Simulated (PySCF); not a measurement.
Work out the structure from these simulated measurements.

Formula: C2H3Al.

- 1H NMR: chemical shifts (computed TMS as zero) by class: 4.82 (2 H), 2.52 (1 H) ppm [GIAO B3LYP/pcSseg-1 (pcSseg-2 on Al)]
- Polarisability: 50.2 au [CAM-B3LYP/def2-SVPD]
- Triplet: lowest triplet excitation (Tamm–Dancoff): 4.38 eV [TDA CAM-B3LYP/def2-SVPD]
- Dipole: 0.53 D [CAM-B3LYP/def2-SVPD]
- Rotational structure: rotational constants A, B, C: 130.421, 4.732, 4.566 GHz [PBE0-D3(BJ)/def2-SVP]
- 13C NMR: chemical shifts (computed TMS as zero) by class: 109.0 (1 C), 97.1 (1 C) ppm [GIAO B3LYP/pcSseg-1 (pcSseg-2 on Al)]
- UV, strongest line: among the 15 lowest singlet transitions: S14 at 8.62 eV (144 nm, f = 0.269) [TDDFT CAM-B3LYP/def2-SVPD]
- UV, first state: lowest singlet excitation: 4.74 eV (262 nm, f = 0.000) [TDDFT CAM-B3LYP/def2-SVPD]
- NMR, other nuclei: isotropic shieldings of nuclei other than C and H, by class: 322 (1 Al) ppm [GIAO B3LYP/pcSseg-1 (pcSseg-2 on Al)]

The electronic properties come from PySCF, for the isolated species, density fitting. Levels stand in brackets. Isolated species at its PBE0-D3(BJ)/def2-SVP geometry, gas phase. Each NMR value is the plain mean over a class of atoms that symmetry, rotation or inversion makes alike.

Problem. What is the compound? Reason from the data.

Solution. 2 carbons fall into 2 classes; from least to most shielded: carbon bonded to C and H (109.0 ppm), carbon bonded to Al and C (97.1 ppm). Hydrogen classes from least to most shielded: 2 H on an aluminium bonded to C and 2 H (4.82 ppm), 1 H on a carbon bonded to C and H (2.52 ppm). The other shieldings belong to: 322 ppm, aluminium bonded to C and 2 H. The optimised geometry has point group C2v and is an asymmetric top. Structure: AlH2(CCH) (`C#[C][AlH2]`). The assignments are read from this structure; whether some other isomer fits the data as well wasn't checked.
